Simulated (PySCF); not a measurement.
# carbonyl fluoride: calculation against experiment

**Experimental background.**

NIST CCCBDB Release 22 (SRD 101), experimental dipoles lists, for the gas: dipole moment (microwave Stark effect) 0.95 D.

How close the calculation comes is told at the end.

Carbonyl fluoride, CF2O.
Atom-mapped SMILES: `[O:1]=[C:2]([F:3])[F:4]`

Cartesian coordinates in Å at the PBE0-D3(BJ)/def2-SVP level; atoms count from 1:
```xyz
4
CF2O angstrom
O     -0.3473    1.0568    0.7936
C     -0.0629    0.0280    0.3117
F      0.9437   -0.7310    0.6569
F     -0.6988   -0.5626   -0.6650
```

The PySCF runs (gas phase, on this PBE0-D3(BJ)/def2-SVP geometry; no spin–orbit coupling):

```
                             level                                                           job  basis functions  wall time
PBE0-D3(BJ)/def2-SVP, grid level 1  geometry optimisation from a GFN2-xTB start shaken at random               56      5.6 s
                    B3LYP/pcSseg-2                                                    shieldings              144      5.9 s
                    B97-D/pcSseg-2                                                    shieldings              144      7.9 s
                     BLYP/pcSseg-2                                                    shieldings              144      7.0 s
                     BP86/pcSseg-2                                                    shieldings              144      7.2 s
                       HF/pcSseg-2                                                    shieldings              144      4.7 s
                      KT2/pcSseg-2                                                    shieldings              144      8.0 s
                      KT3/pcSseg-2                                                    shieldings              144      8.1 s
                     OPBE/pcSseg-2                                                    shieldings              144      7.9 s
                      PBE/pcSseg-2                                                    shieldings              144      7.7 s
                     PBE0/pcSseg-2                                                    shieldings              144      6.7 s
                 mPW1PW91/pcSseg-2                                                    shieldings              144      5.8 s
```

Hardware: an Arm Neoverse V1 with one thread, on a shared host.

## Comparison

**Dipole moment.** Measured: 0.95 D (NIST CCCBDB Release 22 (SRD 101), experimental dipoles).

```csv
level,computed (D),computed − measured (D),% (from the printed values)
PBE0-D3(BJ)/def2-SVP,1.12,+0.17,+18
B3LYP/pcSseg-2,1.15,+0.20,+21
B97-D/pcSseg-2,1.15,+0.20,+21
BLYP/pcSseg-2,1.14,+0.19,+20
BP86/pcSseg-2,1.16,+0.21,+22
HF/pcSseg-2,1.26,+0.31,+33
KT2/pcSseg-2,1.13,+0.18,+19
KT3/pcSseg-2,1.13,+0.18,+19
OPBE/pcSseg-2,1.15,+0.20,+21
PBE/pcSseg-2,1.15,+0.20,+21
PBE0/pcSseg-2,1.15,+0.20,+21
mPW1PW91/pcSseg-2,1.15,+0.20,+21
```

12 of the 13 levels run are shown, the closest and the furthest among them. Closest is PBE0-D3(BJ)/def2-SVP (+0.17 D), furthest HF/pcSseg-2 (+0.31 D); one molecule doesn't rank methods. All 13 levels lie above the measurement. The computed dipoles belong to one fixed geometry; measured ones are averaged over vibrations unless marked μe. Magnitudes are compared, not signs.

No measured geometry was used, and the causes of the misses weren't examined.
